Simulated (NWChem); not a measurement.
## Correlation energy of chlorine (Cl$_{2}$)

SMILES: ClCl
```xyz
2

Cl     0.0000     0.0000     1.0128
Cl     0.0000     0.0000    -1.0128
```
Charge 0, spin multiplicity 1.

Program: NWChem. Structure: optimised with PBE0/def2-SVP, a minimum by its harmonic frequencies.

Basis set: STO-3G. Each correlation energy counts from its own Hartree-Fock reference.

The correlated methods keep 10 core orbitals frozen. Coupled-cluster values serve here as a point of comparison, not as the truth.

### Question
For the correlation energy, MP2 gives -19.6 mHa and SCS-MP2 gives -23.6 mHa. What do CCSD, CCSD+T(CCSD), CCSD(T) give?

### Answer
CCSD: -29.7 mHa; CCSD+T(CCSD): -29.7 mHa; CCSD(T): -29.7 mHa.
